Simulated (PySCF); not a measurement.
How methods differ on the electron affinity of F

F⁻ [Ne] (1S) → F [He] 2s2 2p5 (2P), as a difference of total energies. Computed with PySCF 2.14 in x2c-TZVPPall with one added diffuse shell each of s, p, d type (6s4p3d1f, 40 functions), with the spin-free X2C one-electron Hamiltonian (Gaussian nucleus). Correlated levels: valence: 1s2 frozen. The calculations carry no spin-orbit coupling.

Order these methods by the electron affinity they give, lowest first.
A. SCS-MP2 (valence)
B. MP2 (valence)
C. CCSD(T) (valence)
D. UHF

D (1.178 eV), C (3.254 eV), A (3.391 eV), B (3.579 eV).

A first-order spin-orbit estimate (lowest level to lowest level, LS coupling) adds -0.017 eV.

Errors of the correlated levels include the incompleteness of this basis and the frozen core.

For comparison: 3.401 eV (measured; photodetachment measurements, as compiled on the Wikipedia data page of electron affinities).
